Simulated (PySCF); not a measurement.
Species: triphosphine, P3H5.
Structure used (PBE0-D3(BJ)/def2-SVP), in Å, numbered top down from 1:
```
atom  x, y, z in Å
P1     1.6980   -0.1763   -0.1757
P2    -0.0123   -0.5005    1.2455
P3    -1.6075   -0.3563   -0.3290
H4     1.6268    1.2483   -0.0618
H5     2.6824   -0.2633    0.8589
H6     0.0700   -1.9250    1.1209
H7    -1.7179    1.0646   -0.2016
H8    -2.6665   -0.5764    0.6074
```

Method: PBE0-D3(BJ)/def2-SVP geometry optimisation, gas phase in PySCF.

Masses are those of the commonest isotopes; rigid-rotor values at the optimised geometry. The values belong to one conformer with, in the numbering `[PH2:1][PH:2][PH2:3]`, H–P1–P2–P3 87° and 180°, P1–P2–P3–H -88° and 180°.

Question: What are A, B and C (MHz)?

Answer: Ia = 56.12, Ib = 196.13, Ic = 240.47 u·Å²; 505379 MHz·u·Å²/I gives A = 9006, B = 2577, C = 2102 MHz.

Question: What kind of rotor is it?

Answer: An asymmetric top: κ = (2 × 2577 − 9006 − 2102)/(9006 − 2102) = -0.86.

Question: What does the inertial defect say?

Answer: Not planar: Δ = Ic − Ia − Ib = -11.78 u·Å². For a rigid frame Δ = −2 Σ m c², so Σ m c² = 5.89 u·Å² lies off the ab plane: 5.60 from hydrogen and 0.29 from heavier atoms. The atom farthest from that plane is 1.36 Å away.

Question: Give the other two planar moments, Paa and Pbb, and the rms extents of the mass along the axes.

Answer: Paa = Σ m a² = (Ib + Ic − Ia)/2 = 190.24 and Pbb = Σ m b² = (Ia + Ic − Ib)/2 = 50.23 u·Å². With the mass M = 97.96 u, the rms extents √(P/M) along a, b and c are 1.39, 0.72, 0.25 Å.

Question: Which types of transition are allowed, and where do some lines up to J = 2 fall?

Answer: The dipole components are |μa| = 0.00 D, |μb| = 0.60 D, |μc| = 0.54 D; the mirror of this Cs structure is the bc plane, so μa vanishes by symmetry (the 0.01 D computed is a residue) and there are no a-type lines. The squared components, which scale the intensities, stand as 1.00 : 0.81 (b : c). Some lines, for components of 0.1 D or more:

```json
{"type": "b", "branch": "R", "J(Ka,Kc)": "2(0,2) ← 1(1,1)", "MHz": "2902", "lower level (cm⁻¹)": "0.371"}
{"type": "c", "branch": "Q", "J(Ka,Kc)": "2(1,2) ← 2(0,2)", "MHz": "5979", "lower level (cm⁻¹)": "0.467"}
{"type": "c", "branch": "Q", "J(Ka,Kc)": "1(1,1) ← 1(0,1)", "MHz": "6429", "lower level (cm⁻¹)": "0.156"}
{"type": "b", "branch": "Q", "J(Ka,Kc)": "1(1,0) ← 1(0,1)", "MHz": "6904", "lower level (cm⁻¹)": "0.156"}
{"type": "b", "branch": "Q", "J(Ka,Kc)": "2(1,1) ← 2(0,2)", "MHz": "7405", "lower level (cm⁻¹)": "0.467"}
{"type": "b", "branch": "R", "J(Ka,Kc)": "1(1,1) ← 0(0,0)", "MHz": "11107", "lower level (cm⁻¹)": "0.000"}
{"type": "c", "branch": "R", "J(Ka,Kc)": "1(1,0) ← 0(0,0)", "MHz": "11582", "lower level (cm⁻¹)": "0.000"}
{"type": "b", "branch": "R", "J(Ka,Kc)": "2(1,2) ← 1(0,1)", "MHz": "15311", "lower level (cm⁻¹)": "0.156"}
{"type": "c", "branch": "R", "J(Ka,Kc)": "2(1,1) ← 1(0,1)", "MHz": "16736", "lower level (cm⁻¹)": "0.156"}
{"type": "c", "branch": "Q", "J(Ka,Kc)": "2(2,1) ← 2(1,1)", "MHz": "19287", "lower level (cm⁻¹)": "0.714"}
{"type": "b", "branch": "Q", "J(Ka,Kc)": "2(2,0) ← 2(1,1)", "MHz": "19313", "lower level (cm⁻¹)": "0.714"}
{"type": "b", "branch": "Q", "J(Ka,Kc)": "2(2,1) ← 2(1,2)", "MHz": "20712", "lower level (cm⁻¹)": "0.667"}
{"type": "b", "branch": "R", "J(Ka,Kc)": "2(2,1) ← 1(1,0)", "MHz": "29119", "lower level (cm⁻¹)": "0.386"}
{"type": "c", "branch": "R", "J(Ka,Kc)": "2(2,0) ← 1(1,0)", "MHz": "29144", "lower level (cm⁻¹)": "0.386"}
{"type": "c", "branch": "R", "J(Ka,Kc)": "2(2,1) ← 1(1,1)", "MHz": "29594", "lower level (cm⁻¹)": "0.371"}
{"type": "b", "branch": "R", "J(Ka,Kc)": "2(2,0) ← 1(1,1)", "MHz": "29619", "lower level (cm⁻¹)": "0.371"}
```

Not checked by PBE0-D3(BJ)/def2-SVP frequencies. No vibrational averaging or centrifugal distortion is included, and the geometry carries the error of its method.
